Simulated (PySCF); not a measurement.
phosphine (H3P), SMILES P.

The structure is a stationary point at PBE0-D3(BJ)/def2-TZVPD.

Computed with r2SCAN/def2-TZVPD in PySCF.

Symmetry labels are those of the subgroup Cs that the program uses (full group C3v).

Computed valence orbital energies around the gap with their symmetry:
```
orbital  symmetry  energy (eV)
-------  --------  -----------
HOMO−7         A'      -175.91
HOMO−6         A'      -125.40
HOMO−5         A"      -125.40
HOMO−4         A'      -125.28
HOMO−3         A'       -16.63
HOMO−2         A'        -9.79
HOMO−1         A"        -9.79
HOMO           A'        -6.94
LUMO           A"         0.12
LUMO+1         A'         0.12
LUMO+2         A'         0.56
LUMO+3         A"         2.96
```
